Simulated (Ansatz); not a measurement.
CH7NO, closed shell: a pair in one relaxed arrangement.

Input (in.yaml):

```yaml
crystal:
  periodic: [false, false, false]
  atoms:
    - {symbol: N, position_ang: [0.347814, -0.078042, -1.995342]}
    - {symbol: H, position_ang: [-0.376814, -0.126294, -1.285564]}
    - {symbol: H, position_ang: [0.109373, 0.682944, -2.618910]}
    - {symbol: H, position_ang: [0.296821, -0.931632, -2.537136]}
    - {symbol: C, position_ang: [0.296520, 0.121700, 1.432040]}
    - {symbol: O, position_ang: [-0.949304, -0.099911, 0.799125]}
    - {symbol: H, position_ang: [1.048512, 0.129719, 0.643297]}
    - {symbol: H, position_ang: [0.541418, -0.674480, 2.144803]}
    - {symbol: H, position_ang: [0.325290, 1.085813, 1.952872]}
    - {symbol: H, position_ang: [-1.639428, -0.109717, 1.464715]}
basis:
  gaussian: {orbitals: "def2-QZVPPD.json"}
correlation: {method: mp2}
```

The basis file named in the input lies beside it (Basis Set Exchange, JSON).

Run by:

```bash
ansatz run in.yaml --threads 4 --pin off --events-out ev --progress --plain --max-ram 9574MiB
```

The run's output (Ansatz 0.2.0):

```
Functional definition: HF
  name "HF"
  cite "Fock, Z. Phys. 61, 126 (1930) doi:10.1007/BF01340294"
  parent pbe
  exchange = exact_x
  correlation = 0
2431 factors; integrals over basis functions are off by at most 8.5e-4 eV
mean field evaluation 1: about -4658.3649 eV, gradient 4.3e1 eV
mean field evaluation 2: about -4658.3652 eV, gradient 4.3e1 eV
mean field evaluation 4: about -4662.0339 eV, gradient 3.2e0 eV
mean field evaluation 8: about -4662.0673 eV, gradient 4.8e-4 eV
mean field -4662.06734382 eV, -171.3278148226 hartree, gradient 4.7e-6 eV, S^2 0.000000; 0 other end points of the search recorded, 0 dependent functions left out
3 core orbitals not correlated: weight in the atoms' cores, before any rotation towards them, 1.000 or more for the frozen orbitals, at most 0.000 for the correlated occupied ones
reference -4662.06734382 eV, -171.3278148226 hartree; 11, 11 occupied and 409, 409 virtual orbitals, 2431 factors
second order -19.43817800 eV of doubles, -0.00000000 eV of singles
Total energy: -4681.50552182 eV, -172.0421546883 hartree
```

The run took 7 s on 4 CPU threads of an Intel Xeon 6975P-C (shared host), with 2.1 GiB of host memory at its peak.
